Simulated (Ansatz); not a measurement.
Compounds of Al with 3 ligands, in which Cl is traded for NH2. Quantity: electronic atomisation energy to ground-state atoms, in kcal/mol. Structures are relaxed separately at B3LYP-D3(BJ)/def2-TZVP in Ansatz (a quantum-chemistry and plane-wave program), one conformer each, not searched for the lowest. Correlated levels leave the core frozen unless marked. Open shells are spin-unrestricted. No spin-orbit coupling. Non-relativistic. Basis-set limits of correlation are two-point, X^-3; Hartree-Fock from the larger set. The first level has limits of its own: it lacks core correlation, which all-electron functionals hold.

```csv
n(NH2),species (SMILES),"CCSD(T)/CBS(cc-pV(T+d)Z,cc-pV(Q+d)Z) (Ansatz)",PBE/def2-TZVPD (Ansatz),PBE0-D4/def2-TZVPD (Ansatz + dftd4)
0,[Cl][Al]([Cl])[Cl],313.8,306.4,307.9
1,[NH2][Al]([Cl])[Cl],489.6,486.7,482.5
2,[NH2][Al]([NH2])[Cl],?,?,?
3,[NH2][Al]([NH2])[NH2],829.8,836.5,820.4
```

**Question.** Fit a straight line through the known rows at each level by least squares, predict the withheld row (n(NH2) = 2), and compare with the run.

**Answer.** 
- The known rows have mean n(NH2) = 1.33333 and Σ(n(NH2) - mean)² = 4.6667.
- CCSD(T)/CBS(cc-pV(T+d)Z,cc-pV(Q+d)Z): mean 544.400, Σ(n(NH2) - mean)(y - mean) = 801.400, slope 171.727 kcal/mol a step; the line gives 544.400 + (171.727)×(2 - 1.33333) = 658.9; the run gives 661.6, +2.7 from the line, whose largest residual on the known rows is 2.4.
- PBE/def2-TZVPD: mean 543.200, Σ(n(NH2) - mean)(y - mean) = 823.400, slope 176.442 kcal/mol a step; the line gives 543.200 + (176.442)×(2 - 1.33333) = 660.8; the run gives 663.4, +2.6 from the line, whose largest residual on the known rows is 2.3.
- PBE0-D4/def2-TZVPD: mean 536.933, Σ(n(NH2) - mean)(y - mean) = 795.967, slope 170.563 kcal/mol a step; the line gives 536.933 + (170.563)×(2 - 1.33333) = 650.6; the run gives 653.3, +2.7 from the line, whose largest residual on the known rows is 2.4.
- PBE minus the first level along the series: -7.4, -2.9, +1.8, +6.7 kcal/mol.
